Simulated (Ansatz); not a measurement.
# BeH (doublet): wave-function methods side by side, cc-pVQZ

An exercise on one series of results from a longer session: the logs are not shown, and one member is left open.

Method: cc-pVQZ, core rule «outside noble gas», up to 1 orbitals frozen; program: Ansatz 0.2.0, Gaussian basis.

To be run: UHF; CCSD(T) on ROHF; CCSD(T) on UHF; BCCD(T) on ROHF; CCSDT on ROHF; CCSDT on UHF; Full CI; Full CI, several states.

21 further runs of the same task are left out: 9 for a known fault of the program, 4 that didn't finish, 8 set aside as unsound or not needed.

### The geometry

The geometry is a PBE0/def2-TZVP stationary point (not a proven minimum).

2 atoms, charge 0, spin multiplicity 2.

Atoms are counted from 1 here; the program's logs count them from 0.

Bond lengths: Be1–H2 1.356 Å.

The first run:

in.yaml reads:

```yaml
crystal:
  periodic: [false, false, false]
  atoms:
    - {symbol: Be, position_ang: [0.000000, 0.000000, 0.000000]}
    - {symbol: H, position_ang: [0.000000, 0.000000, 1.356000]}
basis:
  gaussian: {orbitals: cc-pVQZ}
magnetization: {spin_polarized: true, initial_magnetization: 1}
hamiltonian: {xc: hf}
output: {orbitals: {seedname: orbitals}}
```

Started as:

```console
$ ansatz run in.yaml --threads 1 --pin off --events-out ev --progress --plain --max-ram 2393MiB
```

Among the steps run: UHF; CCSD(T) on ROHF; CCSD(T) on UHF; BCCD(T) on ROHF; CCSDT on ROHF; CCSDT on UHF; Full CI; Full CI, several states.

One table of the session follows, with a row left open; its other results are not shown here.

```
  method  from FCI (meV)
    ROHF         +1234.2
     UHF         +1223.8
    RMP2          +277.8
    UMP2          +273.3
   RCCSD           +22.0
   UCCSD           +20.7
RCCSD(T)               ?
UCCSD(T)            +5.5
 BCCD(T)            +5.7
  RCCSDT             0.0
  UCCSDT            -0.3
     FCI               0
```

**Question.** Estimate the row for RCCSD(T).

**Answer.** from FCI (meV): +6.0. In the column «from FCI (meV)» it lies between BCCD(T) (+5.7) and UCCSD (+20.7).

Caveats from the session: Levels on UHF freeze UHF's core orbitals, full CI those of ROHF, so the U rows can settle a little off it for that reason alone. Restricted and unrestricted rows rest on different reference determinants; where their highest levels disagree by more than a few hundredths of an eV, they describe different states and don't form one ladder.
